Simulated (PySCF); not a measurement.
Isomers of C5H5F, mass 84.038 u with the commonest isotopes. The calculation used PBE0-D3(BJ)/def2-SVP geometry optimisation, gas phase in PySCF 2.14.0. One conformer each, none proved a minimum here; rigid rotors.

Problem. Order these by dipole moment, largest first.
A. `C=CC#CCF`
B. `FC1=CC=CC1`
C. `C#CC1(F)CC1`
D. `C/C=C(\F)C#C`
E. `[CH2:1]=[C:2]([F:3])[C:4]1=[CH:5][CH2:6]1` with C1–C2–C4–C5 179°

Solution. A (1.87 D), C (1.75 D), D (1.51 D), B (1.09 D), E (0.96 D).

Problem. Order these by radius of gyration √(Σ m r²/M), largest first.
A. `C#CC1(F)CC1`
B. `C(C=C)#CCF`
C. `FC1=CC=CC1`
D. `C#C/C(F)=C/C`
E. `[CH2:1]=[C:2]([F:3])[C:4]1=[CH:5][CH2:6]1` with C1–C2–C4–C5 179°

Solution. B (2.238 Å), D (1.839 Å), E (1.719 Å), A (1.643 Å), C (1.577 Å).

Problem. Order these by rotational constant B, largest first.
A. `C#CC1(F)CC1`
B. `FC1=CC=CC1`
C. `C(C=C)#CCF`
D. `C#C/C(F)=C/C`
E. `[CH2:1]=[C:2]([F:3])[C:4]1=[CH:5][CH2:6]1` with C1–C2–C4–C5 179°

Solution. B (3368 MHz), A (3057 MHz), E (2778 MHz), D (2228 MHz), C (1265 MHz).

| SMILES | point group | Ia (u·Å²) | Ib (u·Å²) | Ic (u·Å²) | κ | μa (D) | μb (D) | μc (D) |
| --- | --- | --- | --- | --- | --- | --- | --- | --- |
| FC1=CC=CC1 | Cs | 60.58 | 150.04 | 207.47 | -0.68 | 0.93 | 0.58 | 0.01 |
| C#CC1(F)CC1 | Cs | 81.54 | 165.30 | 206.74 | -0.67 | 0.08 | 1.74 | 0.00 |
| C#C/C(F)=C/C | Cs | 58.97 | 226.85 | 282.67 | -0.87 | 0.27 | 1.49 | 0.00 |
| C=C(F)C1=CC1 | Cs | 68.02 | 181.93 | 246.53 | -0.73 | 0.66 | 0.70 | 0.00 |
| C=CC#CCF | near Cs | 22.90 | 399.65 | 419.25 | -0.99 | 1.31 | 1.34 | 0.05 |
| FC1=CCC=C1 | Cs | 61.44 | 149.47 | 207.77 | -0.67 | 1.83 | 0.08 | 0.01 |
